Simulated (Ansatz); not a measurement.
## Loss of HCl: C5H11Cl → C5H10 + HCl

Species: C5H11Cl (1-chloropentane) `CCCCCCl`, singlet; C5H10 `C=CCCC`, singlet; HCl (hydrogen chloride), singlet. 

Shapes, held fixed at every level: PBE0-D4/def2-TZVP. Flexible molecules stand in one conformer, not always the lowest. Programs: Ansatz 0.2.0. Electronic energies: no zero-point or thermal term.

| level | kind | ΔE (kJ/mol) | less CCSD(T)/CBS estimate |
| --- | --- | --- | --- |
| HF/def2-TZVPP | Hartree–Fock | +62.0 | -19.0 |
| B3LYP-D4/def2-TZVPP | global hybrid | +74.8 | -6.2 |
| PBE0-D4/def2-TZVPP | global hybrid | +96.0 | +15.0 |
| wB97M-V/def2-TZVPP | range-separated hybrid | +85.3 | +4.3 |
| wB97X-V/def2-TZVPP | range-separated hybrid | +94.5 | +13.5 |
| MP2/def2-TZVPP | perturbation theory | +86.1 | +5.1 |
| CCSD/def2-TZVPP | coupled cluster or CI | +76.8 | -4.2 |
| CCSD(T)/CBS estimate | coupled cluster or CI | +81.0 | 0.0 |

The highest level, CCSD(T)/CBS estimate, gives ΔE = +81.0 kJ/mol; the levels span +62.0 to +96.0. The column of differences is taken from that level and isn't an error. No measured value is set beside it here. The CBS estimate extrapolates MP2 from def2-TZVPP and def2-QZVPP and adds CCSD(T) − MP2 in the triple-zeta set, cores frozen.
